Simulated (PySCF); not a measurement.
**How good is the calculation?**

Bonds (- single, = double, # triple, : aromatic): C1=C2 1.321 Å, C2-C3 1.497 Å, C3-C4 1.496 Å, C4=C5 1.321 Å, C5-C6 1.496 Å, C6-C1 1.496 Å. C1 carries H7; C2 carries H8; C3 carries H9, H10; C4 carries H11; C5 carries H12; C6 carries H13, H14.

What is known from experiment: δ 1H H7/H8/H11/H12 5.70; H9/H10/H13/H14 2.67 ppm (measured; solution, not stated in the table (CDCl3 in this author's series); The use of chemical shift calculations in the conformational analysis of substituted benzenes, New J. Chem. 2019 (ESI)).

[PySCF 2.14: geometry: GFN2-xTB; σ from GIAO-PBE0/pcSseg-1; equivalent nuclei averaged; no solvent; single conformer; relativity neglected]

Problem. Set the calculated values beside the experiment.

Solution. 
Reference values: measured (solution, not stated in the table (CDCl3 in this author's series); The use of chemical shift calculations in the conformational analysis of substituted benzenes, New J. Chem. 2019 (ESI)).
```
         atoms  quantity  reference  computed  computed, scaled
 H7/H8/H11/H12      δ 1H       5.70      5.95              5.70
H9/H10/H13/H14      δ 1H       2.67      2.88              2.81
```

Computed shifts are σ(ref) − σ with the named reference compound (TMS for H and C) calculated as an isolated molecule at the same level. The measured values may be among those fitted. Empirical linear scaling, fitted to shifts measured mostly in CDCl3 for H and C (δ vs TMS): 1H (scatter 0.17 ppm rms, 0.18 ppm with the 4 outliers that the fit left out). Occasional misses reach two or three times the rms, and more in compound classes unlike the fitted ones.

Problem. How far are the unscaled 1H shifts from the references?

Solution. Mean signed difference +0.23 ppm, mean absolute 0.23 ppm over 2 comparisons; the largest is +0.25 ppm at H7/H8/H11/H12 (hydrogen on an alkene CH).
